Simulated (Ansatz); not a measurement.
Relaxation of the cluster Li₃H₃⁺ with UKS PBE0-D4/def2-TZVP.

```sh
$ ansatz run in.yaml --threads 4 --pin off --events-out ev --progress --plain --max-ram 3916MiB
```

```yaml
crystal:
  periodic: [false, false, false]
  atoms:
    - {symbol: Li, position_ang: [0.188130, -1.206120, -0.302410]}
    - {symbol: Li, position_ang: [-1.493490, 0.706740, -0.724400]}
    - {symbol: Li, position_ang: [0.507020, 0.688290, 0.939870]}
    - {symbol: H, position_ang: [-1.158430, -0.253400, 0.641190]}
    - {symbol: H, position_ang: [1.669710, -0.496060, 0.334620]}
    - {symbol: H, position_ang: [0.287070, 0.560550, -0.888880]}
basis:
  gaussian: {orbitals: def2-TZVP}
total_charge: 1
magnetization: {spin_polarized: true, initial_magnetization: 1}
hamiltonian: {xc: pbe0, dispersion: d4}
scf: {omitted_lower_state_checks: [starts]}
output: {orbitals: {seedname: orbitals}}
relax: {f_tol: 0.02, max_steps: 100}
```

Run time 11 s (4 threads of Arm Neoverse V1 on a shared host).

Positions (Å) and forces (eV/Å) at steps 1, 2, 3, 4, 5, 6, 7, 8, 9, 10, 11, 12, 13, 15, 16, 17 of 17:

```xyz
6
step=1 energy=-653.3957 eV
Li    0.188   -1.206   -0.302   -0.261   -0.545   -0.038
Li   -1.493    0.707   -0.724   -0.549    0.211   -0.168
Li    0.507    0.688    0.940   -0.147    0.282    0.515
H    -1.158   -0.253    0.641    0.410    0.036   -0.130
H     1.670   -0.496    0.335   -0.078    0.305   -0.422
H     0.287    0.561   -0.889    0.623   -0.289    0.243
6
step=2 energy=-653.7292 eV
Li    0.138   -1.303   -0.276    0.009   -0.158    0.099
Li   -1.530    0.740   -0.760   -0.158    0.066   -0.051
Li    0.468    0.707    1.046    0.004   -0.050    0.174
H    -1.076   -0.228    0.591   -0.013    0.008    0.022
H     1.611   -0.384    0.186   -0.400    0.323   -0.372
H     0.388    0.468   -0.787    0.558   -0.189    0.129
6
step=3 energy=-653.9590 eV
Li    0.108   -1.355   -0.249    0.065   -0.006    0.114
Li   -1.522    0.747   -0.769   -0.086    0.045   -0.042
Li    0.442    0.706    1.107    0.030   -0.126    0.036
H    -1.078   -0.229    0.599    0.038    0.004    0.006
H     1.517   -0.278    0.052   -0.533    0.298   -0.311
H     0.534    0.408   -0.740    0.486   -0.216    0.197
6
step=4 energy=-654.2063 eV
Li    0.097   -1.387   -0.228   -0.028   -0.047    0.098
Li   -1.528    0.753   -0.775   -0.294    0.126   -0.116
Li    0.432    0.699    1.146   -0.041   -0.068    0.085
H    -1.064   -0.228    0.599    0.177   -0.027    0.007
H     1.387   -0.182   -0.059   -0.429    0.318   -0.374
H     0.676    0.346   -0.684    0.615   -0.301    0.299
6
step=5 energy=-654.3781 eV
Li    0.100   -1.410   -0.193   -0.215   -0.106   -0.022
Li   -1.706    0.792   -0.790   -0.123   -0.021    0.062
Li    0.430    0.673    1.180   -0.179    0.110    0.121
H    -1.018   -0.206    0.559    0.130    0.028   -0.080
H     1.333   -0.147   -0.099    0.361   -0.045   -0.021
H     0.861    0.297   -0.657    0.026    0.034   -0.059
6
step=6 energy=-654.4334 eV
Li    0.069   -1.407   -0.207   -0.109   -0.035   -0.055
Li   -1.897    0.798   -0.753    0.023   -0.062    0.088
Li    0.402    0.693    1.175   -0.088    0.088    0.026
H    -1.002   -0.172    0.503    0.032    0.025   -0.048
H     1.432   -0.177   -0.076    0.076    0.000   -0.020
H     0.995    0.265   -0.642    0.065   -0.016    0.010
6
step=7 energy=-654.4557 eV
Li    0.003   -1.388   -0.273    0.011    0.003   -0.057
Li   -1.993    0.764   -0.678   -0.022    0.010   -0.010
Li    0.344    0.760    1.142    0.017    0.047   -0.028
H    -0.990   -0.158    0.478    0.011   -0.028    0.041
H     1.497   -0.210   -0.043    0.042   -0.083    0.115
H     1.139    0.232   -0.626   -0.059    0.050   -0.062
6
step=8 energy=-654.4630 eV
Li   -0.020   -1.327   -0.461   -0.011    0.100    0.082
Li   -2.049    0.726   -0.606    0.002   -0.034    0.049
Li    0.335    0.913    1.013   -0.043   -0.108   -0.055
H    -0.957   -0.204    0.540   -0.042    0.043   -0.054
H     1.482   -0.287    0.078   -0.114    0.247   -0.350
H     1.210    0.179   -0.564    0.209   -0.248    0.328
6
step=9 energy=-654.4796 eV
Li   -0.029   -1.283   -0.465   -0.045    0.038    0.013
Li   -2.117    0.718   -0.579    0.002   -0.020    0.029
Li    0.318    0.902    0.973   -0.053   -0.016   -0.022
H    -1.001   -0.196    0.539    0.100    0.016   -0.049
H     1.531   -0.298    0.083   -0.041    0.055   -0.074
H     1.297    0.157   -0.551    0.036   -0.074    0.102
6
step=10 energy=-654.4947 eV
Li   -0.067   -1.214   -0.582   -0.029    0.038   -0.010
Li   -2.249    0.676   -0.484    0.063   -0.031    0.032
Li    0.283    0.990    0.870   -0.034    0.002   -0.034
H    -0.965   -0.189    0.520    0.002    0.003   -0.005
H     1.557   -0.354    0.162   -0.018    0.019   -0.025
H     1.442    0.091   -0.486    0.016   -0.031    0.043
6
step=11 energy=-654.5005 eV
Li   -0.121   -1.106   -0.734    0.005    0.011    0.026
Li   -2.342    0.619   -0.375    0.048   -0.038    0.047
Li    0.230    1.099    0.719   -0.001   -0.029   -0.001
H    -0.945   -0.205    0.539   -0.008    0.052   -0.078
H     1.582   -0.421    0.258   -0.021    0.258   -0.387
H     1.597    0.014   -0.407   -0.021   -0.255    0.393
6
step=12 energy=-654.5064 eV
Li   -0.109   -1.101   -0.734    0.006   -0.001   -0.019
Li   -2.355    0.605   -0.352    0.056   -0.022    0.020
Li    0.240    1.094    0.713    0.009    0.017   -0.007
H    -0.932   -0.185    0.506   -0.057    0.002    0.009
H     1.570   -0.421    0.260   -0.029    0.056   -0.078
H     1.587    0.007   -0.394    0.015   -0.052    0.075
6
step=13 energy=-654.5079 eV
Li   -0.105   -1.093   -0.745    0.001   -0.002   -0.009
Li   -2.342    0.596   -0.339    0.009   -0.005    0.005
Li    0.243    1.100    0.700    0.003    0.009   -0.002
H    -0.935   -0.184    0.505   -0.013   -0.003    0.008
H     1.555   -0.422    0.266   -0.020    0.019   -0.024
H     1.583    0.004   -0.387    0.020   -0.017    0.022
6
step=15 energy=-654.5088 eV
Li   -0.107   -1.060   -0.792    0.000    0.005   -0.001
Li   -2.371    0.569   -0.292    0.008   -0.002    0.001
Li    0.241    1.131    0.652   -0.001   -0.001   -0.004
H    -0.925   -0.179    0.495    0.005    0.000   -0.001
H     1.530   -0.437    0.295    0.014    0.048   -0.076
H     1.633   -0.023   -0.358   -0.025   -0.049    0.081
6
step=16 energy=-654.5090 eV
Li   -0.108   -1.056   -0.800    0.003    0.002    0.003
Li   -2.366    0.564   -0.286   -0.002   -0.001    0.002
Li    0.240    1.137    0.645    0.002   -0.004   -0.001
H    -0.918   -0.181    0.497   -0.010    0.003   -0.002
H     1.525   -0.439    0.298    0.004    0.015   -0.024
H     1.627   -0.026   -0.353    0.002   -0.015    0.021
6
step=17 energy=-654.5091 eV
Li   -0.109   -1.055   -0.798    0.000    0.001   -0.002
Li   -2.371    0.565   -0.285   -0.001    0.001   -0.002
Li    0.239    1.135    0.645    0.001    0.002   -0.002
H    -0.923   -0.180    0.495    0.004   -0.003    0.003
H     1.530   -0.438    0.296   -0.001   -0.005    0.008
H     1.634   -0.027   -0.353   -0.004    0.005   -0.006
```

In the doublet, H5 and H6 lie 0.78 Å apart (atoms count from 1), so H2 has formed as a molecule. Another isomer (doublet) lies 0.52 eV lower at PBE0-D4/def2-TZVP; other spin states weren't run for this one.
